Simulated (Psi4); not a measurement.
Psi4 input (wB97X-D/6-31G*):

```
memory 1500 MB

molecule {
-1 1
C     0.03618760    0.60041534    0.01001252
N     0.01219895   -0.81758933    0.09244576
H    -0.95471660    1.16629571    0.01500298
H    -0.48780604   -1.15122848   -0.74120501
H     0.56688663    1.01658913    0.88942020
H     0.57311778    1.08897690   -0.87041363
symmetry c1
no_reorient
no_com
}

set {
  basis 6-31G*
  reference rks
  scf_type pk
  dft_radial_points 99
  dft_spherical_points 590
  e_convergence 1e-8
  d_convergence 1e-7
  maxiter 150
}

e = energy('wb97x-d')
print_out(f'\nFINAL {e:.10f} DIPOLE {variable("CURRENT DIPOLE")[0]:.6f} {variable("CURRENT DIPOLE")[1]:.6f} {variable("CURRENT DIPOLE")[2]:.6f}\n')
```

Predict the final energy.

-95.13173 Eh.
